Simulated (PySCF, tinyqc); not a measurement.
Worked calculation: CID on RHF in the sto-6g basis, frozen core, for CH+, spin multiplicity 1. The lowest restricted solution is unstable here: a spin-polarised one lies 0.0110 hartree lower (PySCF). Computed by tinyqc, a small Python program that keeps every step (integrals from PySCF). Settings: charge = 1, multiplicity = 1, basis = sto-6g, method = RHF, frozen orbitals = 1, energy threshold = 1e-10, iteration cap = 80, orthogonalisation = canonical, start = core, DIIS depth = 6, ci = CID, davidson = 1. Command: `OMP_NUM_THREADS=1 python tinyqc.py 23607 23608 out.jsonl` (the two numbers bound the seeds that draw the settings). One thread of a shared host (Intel(R) Xeon(R) Processor @ 2.60GHz), about 0.2 s of CPU time with the checks. The early iterations of the SCF are left out here.

## One-electron integrals

Geometry (angstrom):
```
atom         x         y         z
C     0.000000  0.000000  0.000000
H     0.000000  0.000000  1.916000
```

Basis sto-6g: exponents (1/bohr^2) and contraction coefficients of normalised primitives:
```
element  l (shell)    exponent  coefficient
C            s (1)  742.737049     0.009164
C            s (1)  136.180025     0.049361
C            s (1)   38.098264     0.168538
C            s (1)   13.087782     0.370563
C            s (1)    5.082369     0.416492
C            s (1)    2.093200     0.130334
C            s (2)   30.497239    -0.013253
C            s (2)    6.036200    -0.046992
C            s (2)    1.876046    -0.033785
C            s (2)    0.721783     0.250242
C            s (2)    0.313471     0.595117
C            s (2)    0.143687     0.240706
C            p (3)   30.497239     0.003760
C            p (3)    6.036200     0.037679
C            p (3)    1.876046     0.173897
C            p (3)    0.721783     0.418036
C            p (3)    0.313471     0.425860
C            p (3)    0.143687     0.101708
H            s (1)   35.523221     0.009164
H            s (1)    6.513144     0.049361
H            s (1)    1.822143     0.168538
H            s (1)    0.625955     0.370563
H            s (1)    0.243077     0.416492
H            s (1)    0.100112     0.130334
```

Overlap, kinetic and nuclear-attraction integrals over the contracted functions; the nuclear repulsion is the sum of Za Zb / Rab.

nuclear repulsion = 1.65713114 hartree

overlap S:
```
           1C 1s     1C 2s    1C 2px    1C 2py    1C 2pz     2H 1s
1C 1s   1.000000  0.243228  0.000000  0.000000  0.000000  0.009647
1C 2s   0.243228  1.000000  0.000000  0.000000  0.000000  0.151080
1C 2px  0.000000  0.000000  1.000000  0.000000  0.000000  0.000000
1C 2py  0.000000  0.000000  0.000000  1.000000  0.000000  0.000000
1C 2pz  0.000000  0.000000  0.000000  0.000000  1.000000  0.177988
2H 1s   0.009647  0.151080  0.000000  0.000000  0.177988  1.000000
```

kinetic energy T (hartree):
```
            1C 1s      1C 2s    1C 2px    1C 2py    1C 2pz      2H 1s
1C 1s   16.068641  -0.492789  0.000000  0.000000  0.000000  -0.003955
1C 2s   -0.492789   0.492405  0.000000  0.000000  0.000000  -0.011988
1C 2px   0.000000   0.000000  1.479234  0.000000  0.000000   0.000000
1C 2py   0.000000   0.000000  0.000000  1.479234  0.000000   0.000000
1C 2pz   0.000000   0.000000  0.000000  0.000000  1.479234   0.011203
2H 1s   -0.003955  -0.011988  0.000000  0.000000  0.011203   0.768522
```

nuclear attraction V (hartree):
```
             1C 1s      1C 2s     1C 2px     1C 2py     1C 2pz      2H 1s
1C 1s   -34.284150  -3.685600   0.000000   0.000000  -0.005785  -0.163100
1C 2s    -3.685600  -5.436244   0.000000   0.000000  -0.063767  -0.555693
1C 2px    0.000000   0.000000  -5.425480   0.000000   0.000000   0.000000
1C 2py    0.000000   0.000000   0.000000  -5.425480   0.000000   0.000000
1C 2pz   -0.005785  -0.063767   0.000000   0.000000  -5.457090  -0.598099
2H 1s    -0.163100  -0.555693   0.000000   0.000000  -0.598099  -2.895549
```

core Hamiltonian H = T + V (hartree):
```
             1C 1s      1C 2s     1C 2px     1C 2py     1C 2pz      2H 1s
1C 1s   -18.215509  -4.178389   0.000000   0.000000  -0.005785  -0.167055
1C 2s    -4.178389  -4.943839   0.000000   0.000000  -0.063767  -0.567680
1C 2px    0.000000   0.000000  -3.946245   0.000000   0.000000   0.000000
1C 2py    0.000000   0.000000   0.000000  -3.946245   0.000000   0.000000
1C 2pz   -0.005785  -0.063767   0.000000   0.000000  -3.977855  -0.586896
2H 1s    -0.167055  -0.567680   0.000000   0.000000  -0.586896  -2.127026
```

## Two-electron integrals

Functions are numbered as in S; the eight-fold symmetry (ij|kl) = (ji|kl) = (kl|ij) leaves the list below.

Two-electron integrals (ij|kl) in chemists' order, unique and non-zero (hartree):
```
(11|11) 3.543743   (21|11) 0.529462   (21|21) 0.100317   (22|11) 0.853596
(22|21) 0.199930   (22|22) 0.624844   (31|31) 0.021271   (32|31) 0.031868
(32|32) 0.138108   (33|11) 0.853598   (33|21) 0.199930   (33|22) 0.624843
(33|33) 0.673218   (41|41) 0.021271   (42|41) 0.031868   (42|42) 0.138108
(43|43) 0.036281   (44|11) 0.853598   (44|21) 0.199930   (44|22) 0.624843
(44|33) 0.600655   (44|44) 0.673218   (51|51) 0.021271   (52|51) 0.031868
(52|52) 0.138108   (53|53) 0.036281   (54|54) 0.036281   (55|11) 0.853598
(55|21) 0.199930   (55|22) 0.624843   (55|33) 0.600655   (55|44) 0.600655
(55|55) 0.673218   (61|11) 0.021878   (61|21) 0.004004   (61|22) 0.007895
(61|33) 0.007867   (61|44) 0.007867   (61|51) 0.000266   (61|52) 0.000524
(61|55) 0.007951   (61|61) 0.000164   (62|11) 0.078319   (62|21) 0.018758
(62|22) 0.068125   (62|33) 0.066391   (62|44) 0.066391   (62|51) 0.001849
(62|52) 0.014220   (62|55) 0.071592   (62|61) 0.000779   (62|62) 0.012064
(63|31) 0.001604   (63|32) 0.009179   (63|53) 0.002501   (63|63) 0.001124
(64|41) 0.001604   (64|42) 0.009179   (64|54) 0.002501   (64|64) 0.001124
(65|11) 0.079740   (65|21) 0.019294   (65|22) 0.073609   (65|33) 0.070385
(65|44) 0.070385   (65|51) 0.003135   (65|52) 0.022553   (65|55) 0.080057
(65|61) 0.000826   (65|62) 0.015291   (65|65) 0.020143   (66|11) 0.275982
(66|21) 0.067113   (66|22) 0.274642   (66|33) 0.265083   (66|44) 0.265083
(66|51) 0.005737   (66|52) 0.061657   (66|55) 0.293759   (66|61) 0.002781
(66|62) 0.072079   (66|65) 0.099063   (66|66) 0.774999
```

## Orthogonalisation

S = U s U^T; canonical form X = U s^(-1/2), so that X^T S X = 1. Each column of U has its largest component positive (the first on a tie).

eigenvalues of S: 0.698748  0.853641  1.000000  1.000000  1.136731  1.310880

X:
```
                1          2          3         4          5         6
1C 1s   -0.613451   0.531900   0.000000  0.000000  -0.446635  0.452809
1C 2s    0.782509  -0.297531   0.000000  0.000000  -0.269907  0.561816
1C 2px   0.000000   0.000000  -0.587739  0.809050   0.000000  0.000000
1C 2py   0.000000   0.000000   0.809050  0.587739   0.000000  0.000000
1C 2pz   0.338371   0.690858   0.000000  0.000000   0.618036  0.244510
2H 1s   -0.572707  -0.568089   0.000000  0.000000   0.474778  0.427069
```

Within a degenerate level the vectors are fixed only up to a rotation; this is one choice.

## Iteration 7 (converged): orbitals

converged F (hartree):
```
             1C 1s      1C 2s     1C 2px     1C 2py     1C 2pz      2H 1s
1C 1s   -11.722078  -2.973117   0.000000   0.000000  -0.009344  -0.121278
1C 2s    -2.973117  -1.752360   0.000000   0.000000  -0.019586  -0.261090
1C 2px    0.000000   0.000000  -0.209828   0.000000   0.000000   0.000000
1C 2py    0.000000   0.000000   0.000000  -0.209828   0.000000   0.000000
1C 2pz   -0.009344  -0.019586   0.000000   0.000000  -0.584645  -0.313495
2H 1s    -0.121278  -0.261090   0.000000   0.000000  -0.313495  -0.443368
```

Diagonalise F' = X^T F X, C = X C', fill 3 alpha and 3 beta electrons from the bottom; D = 2 C_occ C_occ^T. Each column has its largest component positive (the first on a tie).

F' = X^T F X (hartree):
```
           1          2          3          4          5          6
1  -2.578456   2.416011   0.000000   0.000000  -2.371682   2.568094
2   2.416011  -2.720313   0.000000   0.000000   2.495480  -2.948540
3   0.000000   0.000000  -0.209828   0.000000   0.000000   0.000000
4   0.000000   0.000000   0.000000  -0.209828   0.000000   0.000000
5  -2.371682   2.495480   0.000000   0.000000  -3.560019   3.398826
6   2.568094  -2.948540   0.000000   0.000000   3.398826  -4.830194
```

orbital energies (hartree): MO1 -11.723582, MO2 -1.071619, MO3 -0.695602, MO4 -0.209828, MO5 -0.209828, MO6 -0.198178

coefficients C:
```
              MO1        MO2        MO3        MO4       MO5        MO6
1C 1s    0.996942  -0.255834   0.049493   0.000000  0.000000   0.044319
1C 2s    0.012326   0.999156  -0.216903   0.000000  0.000000  -0.209335
1C 2px   0.000000   0.000000   0.000000   0.803067  0.595889   0.000000
1C 2py   0.000000   0.000000   0.000000  -0.595889  0.803067   0.000000
1C 2pz   0.001031   0.066953   0.787866   0.000000  0.000000  -0.638997
2H 1s   -0.001089   0.125655   0.480825   0.000000  0.000000   0.900854
```

D after iteration 7:
```
            1C 1s      1C 2s    1C 2px    1C 2py     1C 2pz      2H 1s
1C 1s    2.123588  -0.508129  0.000000  0.000000   0.045786  -0.018870
1C 2s   -0.508129   2.091024  0.000000  0.000000  -0.207961   0.042488
1C 2px   0.000000   0.000000  0.000000  0.000000   0.000000   0.000000
1C 2py   0.000000   0.000000  0.000000  0.000000   0.000000   0.000000
1C 2pz   0.045786  -0.207961  0.000000  0.000000   1.250434   0.774476
2H 1s   -0.018870   0.042488  0.000000  0.000000   0.774476   0.493967
```

Within a degenerate level the vectors are fixed only up to a rotation; this is one choice.

## Convergence

Stop when the energy changes by less than 1e-10 hartree and every element of the error matrix X^T (F D S - S D F) X is below 3e-06.

Course of the cycle:
```
iteration   E (hartree)     change  largest element of the error matrix
1          -37.46121396          -                             1.50e-01
2          -37.69078231  -2.30e-01                             5.25e-02
3          -37.69493216  -4.15e-03                             1.77e-02
4          -37.69533758  -4.05e-04                             1.56e-03
5          -37.69534251  -4.92e-06                             4.63e-04
6          -37.69534298  -4.74e-07                             1.27e-06
7          -37.69534298  -3.29e-12                             4.13e-08
```

PySCF RHF in the same basis = -37.69534298 hartree

Converged in 7 iterations.

## Integrals over molecular orbitals

(pq|rs) = sum C_ip C_jq C_kr C_ls (ij|kl), one index at a time.

one-electron integrals over orbitals h = C^T H C (hartree):
```
            1          2          3          4          5          6
1  -18.207359   0.414329  -0.075201   0.000000   0.000000  -0.070841
2    0.414329  -4.193008   0.162374   0.000000   0.000000   0.355098
3   -0.075201   0.162374  -3.461303   0.000000   0.000000   0.822808
4    0.000000   0.000000   0.000000  -3.946245   0.000000   0.000000
5    0.000000   0.000000   0.000000   0.000000  -3.946245   0.000000
6   -0.070841   0.355098   0.822808   0.000000   0.000000  -2.665559
```

Two-electron integrals over orbitals (pq|rs), unique and non-zero (hartree); the lowest 1 orbital is frozen and left out:
```
(22|22) 0.588170    (32|22) -0.013901   (32|32) 0.103301    (33|22) 0.507752
(33|32) -0.020781   (33|33) 0.517419    (42|42) 0.125399    (43|42) -0.020573
(43|43) 0.028703    (44|22) 0.601674    (44|32) -0.039141   (44|33) 0.501181
(44|44) 0.673218    (52|52) 0.125399    (53|52) -0.020573   (53|53) 0.028703
(54|54) 0.036281    (55|22) 0.601674    (55|32) -0.039141   (55|33) 0.501181
(55|44) 0.600655    (55|55) 0.673218    (62|22) -0.064835   (62|32) -0.040649
(62|33) -0.011618   (62|44) -0.061664   (62|55) -0.061664   (62|62) 0.053475
(63|22) -0.138566   (63|32) 0.058204    (63|33) -0.067614   (63|44) -0.152130
(63|55) -0.152130   (63|62) 0.045074    (63|63) 0.177334    (64|42) -0.019825
(64|43) -0.013703   (64|64) 0.015015    (65|52) -0.019825   (65|53) -0.013703
(65|65) 0.015015    (66|22) 0.404203    (66|32) 0.065623    (66|33) 0.462776
(66|44) 0.380285    (66|55) 0.380285    (66|62) 0.003585    (66|63) 0.095387
(66|66) 0.583236
```

## CID: determinants and Hamiltonian

one-electron integrals dressed by the frozen orbital, h + 2 (pq|11) - (p1|1q) (hartree):
```
           2          3          4          5          6
2  -2.571993   0.034682   0.000000   0.000000   0.146275
3   0.034682  -2.125225   0.000000   0.000000   0.304096
4   0.000000   0.000000  -2.261435   0.000000   0.000000
5   0.000000   0.000000   0.000000  -2.261435   0.000000
6   0.146275   0.304096   0.000000   0.000000  -1.701329
```

energy of the frozen orbital, 2 h_11 + (11|11) = -32.88803379 hartree

Hartree-Fock energy = -37.69534298 hartree

Slater-Condon rules over spin orbitals, with the nuclear repulsion and the energy of the frozen orbital added and E(HF) subtracted on the diagonal. Only determinants linked to the reference directly or through others are kept (one block of an abelian symmetry group), so some states are absent.

Occupation strings over the orbitals (2 doubly, a alpha, b beta, 0 empty; spin orbitals ordered 1a 1b 2a 2b ...): 222000 220200 2ab200 220020 2ab020 220002 2ab002 2ba200 202200 2ba020 202020 2ba002 202002

H - E(HF) between determinants (hartree):
```
           222000     220200     2ab200     220020     2ab020     220002     2ab002     2ba200
222000   0.000000   0.028703   0.020573   0.028703   0.020573   0.177334  -0.045074  -0.020573
220200   0.028703   0.214867  -0.036928   0.036281   0.000000   0.015015   0.000000   0.036928
2ab200   0.020573  -0.036928   0.476928   0.000000   0.036281   0.000000   0.015015  -0.103301
220020   0.028703   0.036281   0.000000   0.214867  -0.036928   0.015015   0.000000   0.000000
2ab020   0.020573   0.000000   0.036281  -0.036928   0.476928   0.000000   0.015015   0.000000
220002   0.177334   0.015015   0.000000   0.015015   0.000000   0.599065   0.106951   0.000000
2ab002  -0.045074   0.000000   0.015015   0.000000   0.015015   0.106951   0.958703   0.000000
2ba200  -0.020573   0.036928  -0.103301   0.000000   0.000000   0.000000   0.000000   0.476928
202200   0.125399   0.103301  -0.043808   0.000000   0.000000   0.000000   0.000000   0.043808
2ba020  -0.020573   0.000000   0.000000   0.036928  -0.103301   0.000000   0.000000   0.036281
202020   0.125399   0.000000   0.000000   0.103301  -0.043808   0.000000   0.000000   0.000000
2ba002   0.045074   0.000000   0.000000   0.000000   0.000000  -0.106951  -0.103301   0.015015
202002   0.053475   0.000000   0.000000   0.000000   0.000000   0.103301   0.100071   0.000000

           202200     2ba020     202020     2ba002     202002
222000   0.125399  -0.020573   0.125399   0.045074   0.053475
220200   0.103301   0.000000   0.000000   0.000000   0.000000
2ab200  -0.043808   0.000000   0.000000   0.000000   0.000000
220020   0.000000   0.036928   0.103301   0.000000   0.000000
2ab020   0.000000  -0.103301  -0.043808   0.000000   0.000000
220002   0.000000   0.000000   0.000000  -0.106951   0.103301
2ab002   0.000000   0.000000   0.000000  -0.103301   0.100071
2ba200   0.043808   0.036281   0.000000   0.015015   0.000000
202200   0.829074   0.000000   0.036281   0.000000   0.015015
2ba020   0.000000   0.476928   0.043808   0.015015   0.000000
202020   0.036281   0.043808   0.829074   0.000000   0.015015
2ba002   0.000000   0.015015   0.000000   0.958703  -0.100071
202002   0.015015   0.000000   0.015015  -0.100071   1.408426
```

## CID: roots

Diagonalise (each vector has its largest component positive (the first on a tie)); all determinants have Ms = 0, so triplets appear too. The lowest singlet root is the correlation energy.

lowest roots of this matrix, relative to E(HF) (hartree): -0.093666  0.157131  0.228532  0.337345  0.408898  0.531231  0.590027  0.620387

lowest vectors:
```
           root 1     root 2     root 3     root 4
222000   0.942026   0.000000   0.017472   0.000000
220200  -0.038869   0.694956   0.692779   0.000000
2ab200  -0.038183   0.054403   0.052449   0.500000
220020  -0.038869  -0.694956   0.692779   0.000000
2ab020  -0.038183  -0.054403   0.052449  -0.500000
220002  -0.255741   0.000000  -0.070647   0.000000
2ab002   0.063301   0.000000   0.007289   0.000000
2ba200   0.038183  -0.054403  -0.052449   0.500000
202200  -0.122135  -0.105438  -0.108766   0.000000
2ba020   0.038183   0.054403  -0.052449  -0.500000
202020  -0.122135   0.105438  -0.108766   0.000000
2ba002  -0.063301   0.000000  -0.007289   0.000000
202002  -0.021942   0.000000   0.006925   0.000000
```

<S^2> of these roots: 0.000000  0.000000  0.000000  2.000000  2.000000  0.000000  0.000000  0.000000

weight of the ground state by excitation level 0, 1, 2, ...: 0.887414  0.000000  0.112586

The reference has a weight of only 0.89: one determinant is a poor start here.

## The lowest root by the Davidson method

Start from the reference; add the residual divided by (theta - H_ii), orthogonalised, at each step.

Davidson iterations:
```
iteration  subspace  lowest Ritz value (hartree)  residual norm
1                 1                            0       2.70e-01
2                 2                  -0.08885709       5.49e-02
3                 3                  -0.09356997       8.01e-03
4                 4                  -0.09366549       9.34e-04
5                 5                  -0.09366641       1.71e-04
6                 6                  -0.09366644       5.86e-07
7                 7                  -0.09366644       1.52e-16
```
